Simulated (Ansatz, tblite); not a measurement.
**The cluster KNa2+: a ladder of methods and basis sets**

An exercise on one series of results from a longer session: the logs are not shown, and one member is left open.

Method: as each input shows; program: Ansatz 0.2.0, Gaussian basis.

Levels to be run: GFN1-xTB, GFN2-xTB, PBE/def2-TZVP, r2SCAN/def2-TZVP, r2SCANh/def2-TZVP, HSE06/def2-TZVP, B2PLYP/def2-TZVP, PBE-QIDH/def2-TZVP, HF/def2-TZVP, PBE/def2-SVP, PBE0/def2-SVP, HF/STO-3G, HF/6-31G, B3LYP/6-31G, CCSD(T)/def2-TZVPP, MP2/def2-TZVP, RPA/def2-TZVP.

1 further run of the same task is left out (for a known fault of the program). Runs told in other sessions of the task aren't counted.

## The geometry

The singlet was relaxed beforehand with PBE/def2-TZVP. At that level it is the lowest of the isomers that a small search found.

3 atoms, charge 1, spin multiplicity 1.

Bond lengths: Na1–Na2 3.280 Å, Na1–K3 4.005 Å, Na2–K3 4.005 Å. Angles: Na2–Na1–K3 65.8°, Na1–Na2–K3 65.8°, Na1–K3–Na2 48.3°.

As a file:

```xyz
3
KNa2
Na    0.9008    1.8168    0.2460
Na   -1.3975    0.2285   -1.4722
K     0.4967   -2.0453    1.2262
```

The ion is computed in the gas phase, without counter-ions or solvent.

PBE0/def2-TZVP was run before; its log isn't repeated, and its numbers join the tables.

The first run:

Tight binding, by tblite at 300 K electronic temperature and without a spin-polarisation term:

```python
tblite.interface.Calculator('GFN1-xTB', numbers, positions, charge=1, uhf=0).singlepoint()
```

Tight binding, by tblite at 300 K electronic temperature and without a spin-polarisation term:

```python
tblite.interface.Calculator('GFN2-xTB', numbers, positions, charge=1, uhf=0).singlepoint()
```

start.molden holds the orbitals of an earlier run on this state, given as this run's starting guess.

File in.yaml:

```yaml
crystal:
  periodic: [false, false, false]
  atoms:
    - {symbol: Na, position_ang: [0.900785, 1.816809, 0.246014]}
    - {symbol: Na, position_ang: [-1.397516, 0.228457, -1.472178]}
    - {symbol: K, position_ang: [0.496721, -2.045265, 1.226164]}
basis:
  gaussian: {orbitals: def2-TZVP, initial_orbitals: start.molden}
total_charge: 1
hamiltonian: {xc: pbe}
scf: {omitted_lower_state_checks: [starts]}
output: {orbitals: {seedname: orbitals}}
```

Command:

```console
$ ansatz run in.yaml --threads 4 --pin off --events-out ev --progress --plain --max-ram 3916MiB
```

Among the steps run: PBE/def2-TZVP; r2SCAN/def2-TZVP; r2SCANh/def2-TZVP; HSE06/def2-TZVP; B2PLYP/def2-TZVP; PBE-QIDH/def2-TZVP; HF/def2-TZVP; PBE/def2-SVP; PBE0/def2-SVP; HF/STO-3G; HF/6-31G; B3LYP/6-31G; CCSD(T)/def2-TZVPP; MP2/def2-TZVP; RPA/def2-TZVP.

One table of the session follows, with a row left open; its other results are not shown here.

```
            level  HOMO (eV)  gap (eV)
        HF/STO-3G      -3.44      6.77
         HF/6-31G      -8.23      5.28
     HF/def2-TZVP      -8.23      5.29
     PBE/def2-SVP      -6.89      1.74
    PBE/def2-TZVP      -6.92      1.70
 r2SCAN/def2-TZVP      -6.76      1.88
r2SCANh/def2-TZVP      -6.96      2.25
      B3LYP/6-31G      -7.34      2.46
    PBE0/def2-SVP      -7.34      2.73
   PBE0/def2-TZVP      -7.37      2.71
  HSE06/def2-TZVP          ?         ?
```

**Question.** Estimate the row for HSE06/def2-TZVP.

**Answer.** HOMO (eV): -7.02; gap (eV): 2.03. In the column «HOMO (eV)» it lies between PBE0/def2-SVP (-7.34) and r2SCANh/def2-TZVP (-6.96).
